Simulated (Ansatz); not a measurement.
System: zinc-blende InSb. Method: HSE06 in Ansatz (plane waves, PAW).

The same calculation (at the measured cell, 33.996 Å³/atom) with different numerical settings:

```
run    k mesh  gap on the mesh (eV)  total energy (eV/atom)
---  --------  --------------------  ----------------------
1       4×4×4                 0.539              -6045.3810
2       6×6×6                 0.495              -6045.4393
3       8×8×8                 0.485              -6045.4466
4    10×10×10                 0.482              -6045.4480
```

In the column total energy (eV/atom) the first row differs from the last by +0.0670 and the next to last by +0.0014.

The last row is no converged limit: other settings stay fixed.

Spin–orbit coupling is not included.

Ansatz is a program for electronic structure.
